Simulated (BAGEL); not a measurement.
# [SiPH4]− (SMILES [SiH2-]P): FCI/STO-3G (density fitting with qzvpp-jkfit)

What is the energy change on altering one bond length of [SiPH4]− at FCI/STO-3G (density fitting with qzvpp-jkfit)? 

The results are computed with BAGEL 1.2.2.

1 further run of the same task is left out (set aside as unsound or not needed).

## 1. Starting point

[SiPH4]−: 6 atoms, total charge -1, spin state singlet. SMILES: `[SiH2-]P`. The coordinates come from a GFN2-xTB relaxation. This is one conformer, not always the lowest.

Bond lengths: Si1–P2 2.225 Å, Si1–H3 1.503 Å, Si1–H4 1.503 Å, P2–H5 1.375 Å, P2–H6 1.375 Å. Angles: Si1–P2–H5 94.0°, Si1–P2–H6 94.1°, P2–Si1–H3 96.4°, P2–Si1–H4 96.5°, H5–P2–H6 91.3°, H3–Si1–H4 96.7°.

## 2. The energy at FCI/STO-3G (density fitting with qzvpp-jkfit)

Contents of fci.json:

```json
{ "bagel": [

{
  "title": "molecule",
  "basis": "sto-3g",
  "df_basis": "qzvpp-jkfit",
  "angstrom": true,
  "geometry": [
    { "atom": "Si", "xyz": [    0.357650,   -1.019850,   -0.132620 ] },
    { "atom": "P", "xyz": [   -0.355230,    1.071380,    0.132600 ] },
    { "atom": "H", "xyz": [   -0.387090,   -1.600590,    1.036860 ] },
    { "atom": "H", "xyz": [   -0.642080,   -1.408110,   -1.185860 ] },
    { "atom": "H", "xyz": [    0.407400,    1.565440,   -0.899820 ] },
    { "atom": "H", "xyz": [    0.619350,    1.391730,    1.048840 ] }
  ]
},
{
  "title": "hf",
  "charge": -1
},
{
  "title": "fci",
  "nstate": 1,
  "charge": -1,
  "ncore": 10
}

]}
```

The run is started by

```bash
$ BAGEL_NUM_THREADS=1 BAGEL fci.json > fci.out
```

Standard output:

```text
* using 1 threads per process

  ===============================================================
  ===============================================================

  *** Geometry ***

  { "atom" : "Si", "xyz" : [      0.675861,     -1.927237,     -0.250615 ] },
  { "atom" : "P", "xyz" : [     -0.671287,      2.024615,      0.250578 ] },
  { "atom" : "H", "xyz" : [     -0.731494,     -3.024677,      1.959381 ] },
  { "atom" : "H", "xyz" : [     -1.213355,     -2.660942,     -2.240951 ] },
  { "atom" : "H", "xyz" : [      0.769874,      2.958253,     -1.700413 ] },
  { "atom" : "H", "xyz" : [      1.170402,      2.629989,      1.982020 ] },

  Number of auxiliary basis functions:      328

  Since a DF basis is specified, we compute 2- and 3-index integrals:
    o Being stored without compression. Storage requirement is 0.001 GB

  Number of basis functions:       22
  Number of electrons      :       33

    * METHOD: MOLECULE                             0.06

  *** RHF ***

  === Nuclear Repulsion ===
    83.5745440871

      * DIIS with orbital gradients will be used.

  === RHF iteration (sto-3g) ===
      0       -624.61793403          0.00764492           0.01
      1       -624.63393341          0.00143180           0.01
      2       -624.63476729          0.00029634           0.01
      3       -624.63481160          0.00003815           0.01
      4       -624.63481240          0.00000500           0.01
      5       -624.63481241          0.00000076           0.01
      6       -624.63481241          0.00000010           0.01
      7       -624.63481241          0.00000002           0.01
      8       -624.63481241          0.00000000           0.01
    * SCF iteration converged.

    * Permanent dipole moment:
           (    0.078847,    -1.014357,    -0.098113) a.u.

    * METHOD: HF                                   0.10

  ---------------------------
        FCI calculation
  ---------------------------

  Performs exactly the same way as Knowles & Handy 1984 CPL

  o alpha-beta strings
      length:          1584
  o size of the space
      determinant space:  627264
      spin-adapted space: 169884

  o single displacement lists (alpha)
      length:         33264
  o single displacement lists (beta)
      length:         33264

     guess   0:   closed 1111111.....         open ............

  === FCI iteration ===

      0  0      -624.63481241     4.44e-04      0.88
      1  0      -624.72066014     1.56e-04      0.87
      2  0      -624.72765240     4.87e-05      0.85
      3  0      -624.72823854     1.53e-05      0.88
      4  0      -624.72829686     5.12e-06      0.89
      5  0      -624.72830329     1.79e-06      0.88
      6  0      -624.72830400     5.87e-07      0.88
      7  0      -624.72830407     1.90e-07      0.89
      8  0      -624.72830408     6.54e-08      0.88
      9  0      -624.72830408     2.31e-08      0.91
     10  0      -624.72830408     8.25e-09      0.92
     11  0      -624.72830408     2.86e-09      0.92
     12  0      -624.72830408     9.97e-10      0.90
     13  0      -624.72830408     3.38e-10      0.92
     14  0      -624.72830408     1.18e-10      0.92
     15  0 *    -624.72830408     4.09e-11      0.84

     * ci vector, state   0, <S^2> = 0.0000
       2222222.....    -0.9627549019
       22.2222.2...     0.0639872573
       222222.2....     0.0600784687
       222.222..2..     0.0542613632
       2222.22.2...     0.0522991111

    * METHOD: FCI                                 14.52

  ===============================================================
```

It took 15 s on 1 thread of Arm Neoverse V1, shared host; peak memory 0.94 GiB.

## 3. The distorted shape at the same level

Contents of calc.json:

```json
{ "bagel": [

{
  "title": "molecule",
  "basis": "sto-3g",
  "df_basis": "qzvpp-jkfit",
  "angstrom": "true",
  "geometry": [
    { "atom": "Si", "xyz": [       0.065287,      -1.115952,      -0.407482 ] },
    { "atom": "P", "xyz": [      -0.647593,       0.975278,      -0.142262 ] },
    { "atom": "H", "xyz": [      -0.679453,      -1.696692,       0.761998 ] },
    { "atom": "H", "xyz": [      -0.934443,      -1.504212,      -1.460722 ] },
    { "atom": "H", "xyz": [       0.115037,       1.469338,      -1.174682 ] },
    { "atom": "H", "xyz": [       0.619350,       1.391730,       1.048840 ] }
  ]
},

{ "title": "hf", "charge": -1 },

{ "title": "fci", "nstate": 1, "charge": -1, "ncore": 10 }

]}
```

The run is started by

```bash
$ BAGEL_NUM_THREADS=1 BAGEL calc.json > calc.out
```

Standard output:

```text
* using 1 threads per process

  ===============================================================
  ===============================================================

  *** Geometry ***

  { "atom" : "Si", "xyz" : [      0.123375,     -2.108844,     -0.770029 ] },
  { "atom" : "P", "xyz" : [     -1.223773,      1.843008,     -0.268836 ] },
  { "atom" : "H", "xyz" : [     -1.283980,     -3.206283,      1.439968 ] },
  { "atom" : "H", "xyz" : [     -1.765841,     -2.842549,     -2.760365 ] },
  { "atom" : "H", "xyz" : [      0.217388,      2.776646,     -2.219827 ] },
  { "atom" : "H", "xyz" : [      1.170402,      2.629989,      1.982020 ] },

  Number of auxiliary basis functions:      328

  Since a DF basis is specified, we compute 2- and 3-index integrals:
    o Being stored without compression. Storage requirement is 0.001 GB

  Number of basis functions:       22
  Number of electrons      :       33

    * METHOD: MOLECULE                             0.07

  *** RHF ***

  === Nuclear Repulsion ===
    81.9478856580

      * DIIS with orbital gradients will be used.

  === RHF iteration (sto-3g) ===
      0       -624.56247920          0.00708952           0.01
      1       -624.57701545          0.00154523           0.01
      2       -624.57800931          0.00036459           0.01
      3       -624.57808135          0.00008464           0.01
      4       -624.57808560          0.00002812           0.01
      5       -624.57808609          0.00000962           0.01
      6       -624.57808615          0.00000145           0.01
      7       -624.57808615          0.00000027           0.01
      8       -624.57808615          0.00000005           0.01
      9       -624.57808615          0.00000001           0.01
     10       -624.57808615          0.00000000           0.01
    * SCF iteration converged.

    * Permanent dipole moment:
           (    0.318527,    -0.859495,     0.185078) a.u.

    * METHOD: HF                                   0.11

  ---------------------------
        FCI calculation
  ---------------------------

  Performs exactly the same way as Knowles & Handy 1984 CPL

  o alpha-beta strings
      length:          1584
  o size of the space
      determinant space:  627264
      spin-adapted space: 169884

  o single displacement lists (alpha)
      length:         33264
  o single displacement lists (beta)
      length:         33264

     guess   0:   closed 1111111.....         open ............

  === FCI iteration ===

      0  0      -624.57808615     4.57e-04      0.92
      1  0      -624.67826535     1.84e-04      0.91
      2  0      -624.68932924     6.51e-05      0.91
      3  0      -624.69051028     2.21e-05      0.91
      4  0      -624.69064422     8.77e-06      0.89
      5  0      -624.69066622     4.08e-06      0.91
      6  0      -624.69067130     2.07e-06      0.90
      7  0      -624.69067266     1.15e-06      0.91
      8  0      -624.69067304     6.21e-07      0.93
      9  0      -624.69067314     2.91e-07      0.92
     10  0      -624.69067315     1.24e-07      0.92
     11  0      -624.69067316     5.13e-08      0.93
     12  0      -624.69067316     2.06e-08      0.93
     13  0      -624.69067316     8.49e-09      0.91
     14  0      -624.69067316     3.55e-09      0.92
     15  0      -624.69067316     1.41e-09      0.93
     16  0      -624.69067316     5.23e-10      0.93
     17  0      -624.69067316     2.02e-10      0.91
     18  0 *    -624.69067316     8.88e-11      0.85

     * ci vector, state   0, <S^2> = 0.0000
       2222222.....     0.9470007137
       2222.222....    -0.1411424614
       22a2b222....     0.0712565336
       22b2a222....     0.0712565336
       22.22222....    -0.0546725850
       222222..2...    -0.0527520376

    * METHOD: FCI                                 17.61

  ===============================================================
```

Run time: 18 s. Hardware: 1 thread of Arm Neoverse V1, shared host; peak memory 0.97 GiB.

## 4. Summary of results

At FCI/STO-3G (density fitting with qzvpp-jkfit), 10 core orbitals frozen:

| quantity | value |
| --- | --- |
| first shape: total energy | -624.72830 Eh |
| distorted shape: total energy | -624.69067 Eh |
| energy change with the P2–H6 bond stretched from 1.375 to 1.788 Å | 1.024 eV |

In words: With the P2–H6 bond stretched from 1.375 to 1.788 Å the energy rises by 1.02 eV (24 kcal/mol). The first shape isn't relaxed at this level, so the change isn't measured from a minimum. The minimal basis adds a large error of its own.
